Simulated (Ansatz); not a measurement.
Total energies of P4 from Ansatz at PBE-D4/def2-TZVP, gas phase (1 Eh = 27.2114 eV = 2625.5 kJ/mol). The reference geometry is relaxed at B3LYP-D4/def2-TZVP.

```xyz
4

P     0.935   -0.583   -0.779
P    -1.163    0.084   -0.679
P     0.410    1.238    0.345
P    -0.182   -0.740    1.114
```

```csv
state,geometry,energy (Eh)
charge 0 singlet,reference,-1364.91519
charge 1 doublet,reference,-1364.56651
charge 0 triplet,relaxed at B3LYP-D4/def2-TZVP,-1364.83928
charge 0 quintet,relaxed at B3LYP-D4/def2-TZVP,-1364.76469
free P atom (quartet),–,-341.10299
```

(1) Work out the vertical ionisation energy to the doublet.

(2) Which of the charge 0 states is lowest, and how far above it are the others?

(3) What is the binding energy per atom against free atoms?

(1) E(charge 1 doublet) − E(charge 0 singlet) = -1364.56651 − (-1364.91519) = 0.34868 Eh = 9.49 eV. For comparison, −ε of the highest occupied level is 6.59 eV at this level, 2.90 eV less.

(2) The singlet. triplet: -1364.83928 − (-1364.91519) = 0.07591 Eh = 199.3 kJ/mol; quintet: -1364.76469 − (-1364.91519) = 0.15050 Eh = 395.1 kJ/mol. The triplet differs in its bonds from the reference. The quintet differs in its bonds from the reference.

(3) Atoms: 4 × (-341.10299) = -1364.41196 Eh. Binding: -1364.41196 − (-1364.91519) = 0.50323 Eh = 13.69 eV, or 3.42 eV for each of 4 atoms (no zero-point energy, no counterpoise term).

At PBE-D4/def2-TZVP the gap within one spin of the charge 1 doublet nearly closes, so an electron or hole may be smeared out by delocalisation error. 

The structure comes from a short search, and lower isomers may exist.
